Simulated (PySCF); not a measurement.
Species: Cl2.
SMILES: `ClCl`

Linear response at CAM-B3LYP/def2-SVPD (PySCF, frozen core in the response, non-relativistic). Geometry: PBE0-D3(BJ)/def2-SVP; no solvent, vibrations or thermal averaging.

Static isotropic polarisability: 30.61 au (4.54 Å³), principal values 24.8, 24.8, 42.3 au.

(1) What is the polarisability at 1064 nm and at the sodium D line?

(2) What is the isotropic C6 coefficient between two such molecules, C6 = (3/π)∫α(iω)² dω?

(3) Which effective excitation energy ω̄ makes London's formula C6 = (3/4)α²ω̄ exact here?

(4) What molar refraction at the D line follows from R = (4π/3)·N_A·α′, with α′ the polarisability volume?

(5) What does −C6/R⁶ come to at R = 10 Å between centres?

(6) What three-body coefficient follows from the one-pole estimate C9 = (3/4)·α·C6?

(7) How anisotropic is the static polarisability, by Δα² = ½[(α1 − α2)² + (α2 − α3)² + (α3 − α1)²]?

Results:

(1) 30.85 au at 1064 nm (+0.8 %), 31.42 au at 589.3 nm (+2.6 %). The rise at 589.3 nm is 3.41 times that at 1064 nm; a pure ω² law gives 3.26. The lowest singlet lies at 369 nm, shorter than both wavelengths.

(2) 389.2 au (Eh·bohr⁶) by a ten-point quadrature over imaginary frequencies, which is 233 eV·Å⁶ or 22.4 J·nm⁶/mol.

(3) ω̄ = 4·C6/(3α²) = 0.554 Eh = 15.1 eV. A one-pole form α(ω) = α/(1 − ω²/ω̄²) fitted to the 1064 nm value gives 13.3 eV. London's choice of the ionisation energy (11.83 eV, ΔSCF at the same level) gives C6 = 306 au, 21 % too low.

(4) α′ = 4.66 Å³ gives R = 11.74 cm³/mol, for isolated, non-vibrating species.

(5) -22 J/mol. This is the leading, orientation-averaged term; C8 and higher terms are left out.

(6) 8930 au. This is an estimate from the two numbers above, not a computed integral.

(7) Δα = 17.5 au, or 0.57 of the isotropic value.

Rough CPU time on one thread of a shared machine: about 3 s. This is the whole response run at CAM-B3LYP/def2-SVPD, SCF included.
